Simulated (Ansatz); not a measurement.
Input file for `FC1CCCO1`:

```yaml
crystal:
  periodic: [false, false, false]
  atoms:
    - {symbol: F, position_ang: [-2.075219, -0.572584, 0.212960]}
    - {symbol: C, position_ang: [-0.983242, -0.003671, 0.864497]}
    - {symbol: C, position_ang: [0.234938, -0.864151, 0.615484]}
    - {symbol: C, position_ang: [0.670261, -0.360183, -0.756532]}
    - {symbol: C, position_ang: [0.299928, 1.116989, -0.684379]}
    - {symbol: O, position_ang: [-0.710467, 1.229009, 0.325653]}
    - {symbol: H, position_ang: [-1.284419, 0.120962, 1.906570]}
    - {symbol: H, position_ang: [0.001446, -1.927260, 0.651202]}
    - {symbol: H, position_ang: [0.987659, -0.642164, 1.376806]}
    - {symbol: H, position_ang: [1.730688, -0.513981, -0.956148]}
    - {symbol: H, position_ang: [0.098177, -0.863103, -1.538031]}
    - {symbol: H, position_ang: [-0.095253, 1.505298, -1.625122]}
    - {symbol: H, position_ang: [1.145803, 1.740041, -0.378062]}
basis:
  gaussian: {orbitals: def2-TZVPP}
correlation: {method: ccsd_t}
```

```sh
$ ansatz run in.yaml --threads 4 --pin off --events-out ev --progress --plain --max-ram 10444MiB
```

Output of Ansatz, abridged:

```
Functional definition: HF
1722 factors; integrals over basis functions are off by at most 1.1e-3 eV
mean field evaluation 1: about -8975.0629 eV, gradient 4.0e1 eV
mean field evaluation 2: about -8975.3878 eV, gradient 4.0e1 eV
mean field evaluation 4: about -8979.2025 eV, gradient 4.7e0 eV
mean field evaluation 8: about -8979.2663 eV, gradient 3.0e-1 eV
mean field -8979.26658283 eV, -329.9819605537 hartree, gradient 1.3e-6 eV, S^2 0.000000; 0 other end points of the search recorded, 0 dependent functions left out
6 core orbitals not correlated: weight in the atoms' cores, before any rotation towards them, 1.000 or more for the frozen orbitals, at most 0.000 for the correlated occupied ones
reference -8979.26658283 eV, -329.9819605537 hartree; 18, 18 occupied and 260, 260 virtual orbitals, 1722 factors
second order -31.42700120 eV of doubles, -0.00000000 eV of singles
cycle   1  -31.56589546 eV  change   -1.4e-1 eV  update   1.1e-1
cycle   2  -32.26701416 eV  change   -7.0e-1 eV  update   3.1e-2
cycle   3  -32.41985787 eV  change   -1.5e-1 eV  update   1.6e-2
cycle   4  -32.40694184 eV  change    1.3e-2 eV  update   3.3e-3
cycle   5  -32.40626779 eV  change    6.7e-4 eV  update   1.6e-3
cycle   6  -32.40737003 eV  change   -1.1e-3 eV  update   5.0e-4
cycle   7  -32.40712301 eV  change    2.5e-4 eV  update   2.0e-4
cycle   8  -32.40700987 eV  change    1.1e-4 eV  update   6.2e-5
cycle   9  -32.40702504 eV  change   -1.5e-5 eV  update   2.0e-5
perturbative correction -1.24741708 eV, -0.0458417320 hartree
Total energy: -9012.92102495 eV, -331.2187384896 hartree
```

It took 6.5 min on 4 threads of an Arm Neoverse V1 on a shared host, with 9 GiB of host memory at the peak.

Correlation energy per correlated electron: -0.935 eV. T1 diagnostic: 0.0112.
